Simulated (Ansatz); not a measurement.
SiH, GeH: vertical ionisation energies

Ansatz 0.2.0, basis cc-pVTZ; geometries are PBE0/def2-TZVP minima. Wave-function levels freeze the cores with the filled d shells of p-block atoms; HF, MP2 and coupled cluster are restricted for singlets and unrestricted otherwise, restricted open-shell where a d shell is frozen, Kohn–Sham unrestricted where that lies lower. The reference is full CI, exact within the basis. Semilocal and hybrid functionals correlate all electrons outside any core potential and usually lie nearer their basis limit than the reference, so part of their error here is the reference's basis and frozen-core error; RPA and the MP2 part of double hybrids freeze the same cores as the reference. An error is the level's value less the reference. None of these values is a measured one. Energies are electronic, without zero-point terms. No spin–orbit coupling and no scalar relativity. The species are chosen: bound, without strong static correlation by their natural occupations or amplitudes, in their lowest spin state as far as vertical gaps and like structures tell, with only the lowest ion state computed, and with a ladder that closes on the reference, so errors are smaller than for species at large; levels whose determinant breaks symmetry or spin markedly are left out.

```
     species   bonds (Å)                            quantity  symmetry of the states  reference  value (eV)  error CCSD(T)  error CCSDT  error PBE  error PBE0  error RPA-PBE
SiH, doublet  Si–H 1.532  vertical ionisation to the singlet                  Π / Σ⁺    full CI       7.875         -0.011        0.000      0.173       0.203          0.265
GeH, doublet  Ge–H 1.601  vertical ionisation to the singlet                  Π / Σ⁺    full CI       7.634         -0.008        0.000      0.134       0.180          0.284
```

The reference falls from Si to Ge, by 0.241 eV in all.
